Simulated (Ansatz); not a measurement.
**C2H3Si− (SMILES [CH-]=[Si]=C): functionals against CCSD(T) at one geometry**

An exercise on one series of results from a longer session: the logs are not shown, and one member is left open.

Program: Ansatz 0.2.0, Gaussian basis. Level of theory: single points in def2-TZVPPD. These are calculated values, not measurements.

Cores are frozen in the correlated methods.

## The system as given

SMILES `[CH-]=[Si]=C`, 6 atoms, charge -1, spin multiplicity 1.

Atoms are counted from 1 here; the program's logs count them from 0.

Bond lengths: C1–Si2 1.635 Å, C1–H4 1.214 Å, Si2–C3 1.828 Å, C3–H5 1.003 Å, C3–H6 1.259 Å. Angles: Si2–C1–H4 116.1°, C1–Si2–C3 171.2°, Si2–C3–H5 111.2°, Si2–C3–H6 110.0°, H5–C3–H6 121.9°.

As a file:

```xyz
6
C2H3Si
C    -1.58510   -1.10900   -0.74450
Si   -0.39090   -0.16120   -0.15270
C     1.11190    0.67660    0.46350
H    -2.50310   -0.53220   -1.29070
H     1.92860    0.36230   -0.02650
H     1.07770    0.75500    1.71910
```

Set-up of the first run:

run/in.yaml

```yaml
crystal:
  periodic: [false, false, false]
  atoms:
    - {symbol: C, position_ang: [-1.585100, -1.109000, -0.744500]}
    - {symbol: Si, position_ang: [-0.390900, -0.161200, -0.152700]}
    - {symbol: C, position_ang: [1.111900, 0.676600, 0.463500]}
    - {symbol: H, position_ang: [-2.503100, -0.532200, -1.290700]}
    - {symbol: H, position_ang: [1.928600, 0.362300, -0.026500]}
    - {symbol: H, position_ang: [1.077700, 0.755000, 1.719100]}
basis:
  gaussian: {orbitals: "def2-TZVPPD.json"}
total_charge: -1
correlation: {method: ccsd_t}
output: {forces: true}
```

The basis file named in the input lies beside it (Basis Set Exchange, JSON).

No record of the launch command was kept for these runs.

Steps of the session up to this table: CCSD(T)/def2-TZVPPD; PBE0-D4/def2-TZVPPD; wB97M-V/def2-TZVPPD; r2SCAN-D4/def2-TZVPPD; PBE-D4/def2-TZVPPD; BLYP-D4/def2-TZVPPD; CAM-B3LYP-D4/def2-TZVPPD.

One of the session's tables, all rows but one given; the rest of the session is left out.

```
      method  RMS force component (eV/Å)  angle to CCSD(T) forces (°)
     CCSD(T)                       2.459                    reference
     PBE0-D4                       2.435                          4.7
     wB97M-V                           ?                            ?
   r2SCAN-D4                       2.418                          2.9
      PBE-D4                       2.413                          2.8
     BLYP-D4                       2.355                          2.0
CAM-B3LYP-D4                       2.385                          8.4
```

Estimate the missing values for wB97M-V.

As computed: RMS force component (eV/Å): 2.385; angle to CCSD(T) forces (°): 7.0.
